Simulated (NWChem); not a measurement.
# One shape, several levels: C4H10S (diethyl sulfide)

We compute a comparison of 6 runs (PBE/3-21G, PBE/6-311G**, PBE/6-31G, PBE/6-31G*, PBE/6-31G**, PBE/STO-3G) of C4H10S (diethyl sulfide). 

Program for the calculation: NWChem 7.3.0.

### 1 Starting point

C4H10S: 15 atoms, total charge 0, spin state singlet. As SMILES, `CCSCC`. The shape is that of a PBE0-D4/def2-TZVP optimisation. This is one conformer, not always the lowest.

Bond lengths: C1–C2 1.515 Å, C2–S3 1.806 Å, S3–C4 1.806 Å, C4–C5 1.515 Å, C1–H6 1.092 Å, C1–H7 1.094 Å, C1–H8 1.092 Å, C2–H9 1.093 Å, C2–H10 1.093 Å, C4–H11 1.093 Å, C4–H12 1.093 Å, C5–H13 1.092 Å, C5–H14 1.092 Å, C5–H15 1.094 Å. Some angles: C1–C2–S3 114.8°, C2–S3–C4 102.2°, S3–C4–C5 114.8°, C1–C2–H9 110.6°, C1–C2–H10 111.2°, S3–C2–H9 103.6°, S3–C2–H10 109.5°, C2–C1–H6 110.9°, C2–C1–H7 110.4°, C2–C1–H8 111.6°.

### 2 Energy and gradient at PBE/3-21G (run 1)

The input, sp.xyz:

```xyz
15
C4H10S gradient
C     -1.973500     0.077200    -0.225200
C     -0.909300    -0.781100    -0.878900
S      0.234800    -1.576900     0.269900
C      1.046600    -0.160100     1.041900
C      1.852100     0.706000     0.094600
H     -2.543000    -0.499300     0.506200
H     -2.666800     0.464900    -0.977100
H     -1.537200     0.936200     0.289400
H     -1.365700    -1.620400    -1.409900
H     -0.344200    -0.212900    -1.622000
H      0.307100     0.431800     1.587200
H      1.697200    -0.614700     1.793500
H      2.597900     0.111800    -0.436800
H      1.214400     1.189000    -0.649100
H      2.367900     1.497700     0.645600
```

The input, sp.nw:

```
start sp
title "C4H10S gradient"
memory total 2200 mb

geometry noautosym nocenter noautoz
load format xyz sp.xyz
end

basis spherical bse
C library 3-21G
S library 3-21G
H library 3-21G
end

dft
xc xpbe96 cpbe96
grid fine
convergence energy 1e-08
maxiter 100
mulliken
print low
end

task dft gradient
```

Command:

```console
nwchem sp.nw > sp.out
```

Standard output:

```text
[...]
 d= 0,ls=0.0,diis     1   -553.3404176095 -7.94D+02  1.51D-02  6.01D-01     2.2
[...]
 d= 0,ls=0.0,diis    10   -553.3937978998 -4.24D-10  2.62D-07  2.34D-10    16.0
         Total DFT energy =     -553.393797899846
      One electron energy =    -1235.438821451547
           Coulomb energy =      492.308666309492
    Exchange-Corr. energy =      -50.626865794539
 Nuclear repulsion energy =      240.363223036747
[...]
                         DFT ENERGY GRADIENTS
    atom               coordinates                        gradient
                 x          y          z           x          y          z
   1 C      -3.729374   0.145887  -0.425566    0.003456  -0.002348  -0.002444
   2 C      -1.718328  -1.476065  -1.660880    0.013441  -0.009115   0.020749
   3 S       0.443708  -2.979909   0.510037   -0.006503   0.043123  -0.007366
   4 C       1.977787  -0.302545   1.968906   -0.009237  -0.018743  -0.016061
   5 C       3.499962   1.334147   0.178768   -0.002780  -0.002351   0.003253
   6 H      -4.805573  -0.943540   0.956579    0.003810   0.004776  -0.005021
   7 H      -5.039521   0.878534  -1.846451    0.004850  -0.002621   0.005582
   8 H      -2.904887   1.769161   0.546887   -0.003990  -0.006201  -0.003811
   9 H      -2.580799  -3.062112  -2.664325    0.003999   0.005222   0.003555
  10 H      -0.650444  -0.402323  -3.065136   -0.003424  -0.005055   0.005008
  11 H       0.580335   0.815984   2.999373    0.004924  -0.005176  -0.003235
[...]
```

Wall time 20 s (1 thread of Intel Xeon Platinum 8488C (Sapphire Rapids), shared host); peak memory 0.12 GiB.

### 3 Energy and gradient at PBE/6-311G(d,p) (run 2)

The input, m1.nw:

```
start m1
memory total 2200 mb

geometry noautosym nocenter noautoz
   C       -1.973500       0.077200      -0.225200
   C       -0.909300      -0.781100      -0.878900
   S        0.234800      -1.576900       0.269900
   C        1.046600      -0.160100       1.041900
   C        1.852100       0.706000       0.094600
   H       -2.543000      -0.499300       0.506200
   H       -2.666800       0.464900      -0.977100
   H       -1.537200       0.936200       0.289400
   H       -1.365700      -1.620400      -1.409900
   H       -0.344200      -0.212900      -1.622000
   H        0.307100       0.431800       1.587200
   H        1.697200      -0.614700       1.793500
   H        2.597900       0.111800      -0.436800
   H        1.214400       1.189000      -0.649100
   H        2.367900       1.497700       0.645600
end

basis spherical bse
   * library 6-311G**
end

dft
   xc xpbe96 cpbe96
   mult 1
   grid fine
   convergence energy 1e-08
   maxiter 100
   mulliken
   print low
end

task dft gradient
```

Command:

```console
nwchem m1.nw > m1.out
```

Standard output:

```text
[...]
 d= 0,ls=0.0,diis     1   -556.2310390563 -7.97D+02  3.66D-03  1.27D+00     8.3
[...]
 d= 0,ls=0.0,diis    10   -556.2856567602 -2.84D-10  7.48D-08  1.31D-10    72.0
         Total DFT energy =     -556.285656760151
      One electron energy =    -1238.994872437311
           Coulomb energy =      493.122799839591
    Exchange-Corr. energy =      -50.776807199179
 Nuclear repulsion energy =      240.363223036747
[...]
                         DFT ENERGY GRADIENTS
    atom               coordinates                        gradient
                 x          y          z           x          y          z
   1 C      -3.729374   0.145887  -0.425566    0.000873  -0.000269   0.000171
   2 C      -1.718328  -1.476065  -1.660880    0.003101  -0.002011   0.002760
   3 S       0.443708  -2.979909   0.510037   -0.002185   0.014404  -0.002471
   4 C       1.977787  -0.302545   1.968906   -0.002247  -0.003556  -0.001869
   5 C       3.499962   1.334147   0.178768   -0.000774  -0.000585  -0.000017
   6 H      -4.805573  -0.943540   0.956579    0.003181   0.002579  -0.003619
   7 H      -5.039521   0.878534  -1.846451    0.003672  -0.002160   0.003490
   8 H      -2.904887   1.769161   0.546887   -0.001751  -0.004471  -0.002646
   9 H      -2.580799  -3.062112  -2.664325    0.002065   0.004062   0.002802
  10 H      -0.650444  -0.402323  -3.065136   -0.002802  -0.002837   0.004259
  11 H       0.580335   0.815984   2.999373    0.003660  -0.003112  -0.003216
[...]
```

Run time: 90 s. Hardware: 1 thread of Intel Xeon Platinum 8488C (Sapphire Rapids), shared host; peak memory 0.15 GiB.

Runs 3 to 5 aren't shown in full; the table further down has their settings and results.

### 4 Energy and forces at PBE/STO-3G (run 6)

The input, job.nw:

```
start job
memory stack 880 mb heap 220 mb global 1100 mb
charge 0

geometry units angstrom noautosym nocenter noautoz
  C     -1.973500     0.077200    -0.225200
  C     -0.909300    -0.781100    -0.878900
  S      0.234800    -1.576900     0.269900
  C      1.046600    -0.160100     1.041900
  C      1.852100     0.706000     0.094600
  H     -2.543000    -0.499300     0.506200
  H     -2.666800     0.464900    -0.977100
  H     -1.537200     0.936200     0.289400
  H     -1.365700    -1.620400    -1.409900
  H     -0.344200    -0.212900    -1.622000
  H      0.307100     0.431800     1.587200
  H      1.697200    -0.614700     1.793500
  H      2.597900     0.111800    -0.436800
  H      1.214400     1.189000    -0.649100
  H      2.367900     1.497700     0.645600
end

basis spherical bse
  * library STO-3G
end

dft
  xc xpbe96 cpbe96
  grid fine
  convergence energy 1e-08
  maxiter 100
  mulliken
  noprint "final vectors analysis"
end

task dft gradient
```

Command:

```console
nwchem job.nw > job.out
```

Standard output:

```text
[...]
          Wavefunction type:  closed shell.
          No. of atoms     :    15
          No. of electrons :    50
[...]
          Charge           :     0
          Spin multiplicity:     1
[...]
          AO basis - number of functions:    39
[...]
              XC Information
              --------------
          PerdewBurkeErnzerhof Exchange Functional  1.000
            Perdew 1991 LDA Correlation Functional  1.000 local
           PerdewBurkeErnz. Correlation Functional  1.000 non-local
[...]
 d= 0,ls=0.0,diis     1   -549.8654014816 -7.90D+02  3.85D-02  4.68D-01     1.9
[...]
 d= 0,ls=0.0,diis     8   -549.9359972389 -6.20D-10  2.59D-07  3.89D-11    10.6
         Total DFT energy =     -549.935997238863
      One electron energy =    -1234.714540169656
           Coulomb energy =      495.295558390269
    Exchange-Corr. energy =      -50.880238496223
 Nuclear repulsion energy =      240.363223036747
[...]
      Total Density - Mulliken Population Analysis
     ---------------------------------------------
    Atom       Charge   Shell Charges
 -----------   ------   -------------------------------------------------------
    1 C    6     6.25   1.99  1.20  3.06
    2 C    6     6.23   1.99  1.23  3.01
    3 S   16    15.87   2.00  2.00  5.95  1.88  4.04
    4 C    6     6.23   1.99  1.23  3.01
    5 C    6     6.25   1.99  1.20  3.06
    6 H    1     0.92   0.92
    7 H    1     0.92   0.92
    8 H    1     0.92   0.92
    9 H    1     0.91   0.91
   10 H    1     0.92   0.92
[...]
  wavefunction    = closed shell
[...]
```

Run time: 14 s. Hardware: 1 thread of Intel Xeon Platinum 8488C (Sapphire Rapids), shared host; peak memory 0.12 GiB.

### 5 All runs side by side

```tsv
run	level	energy (Eh)	largest force (eV/Å)	wall time
1	PBE/3-21G	-553.393798	2.274	20 s
2	PBE/6-311G**	-556.285657	0.760	90 s
3	PBE/6-31G	-556.151234	2.259	29 s
4	PBE/6-31G* (spherical functions)	-556.206336	0.816	38 s
5	PBE/6-31G** (spherical functions)	-556.219894	0.803	51 s
6	PBE/STO-3G	-549.935997	1.485	14 s
```

### 6 What came out

| quantity | value |
| --- | --- |
| run 6: total energy | -549.93600 Eh |
| run 6: dipole moment | 0.88 D |
| run 6: largest force on an atom | 1.485 eV/Å |

In run 6 the basis is minimal, so the values are rough. All runs together took 4 min, the longest 90 s.
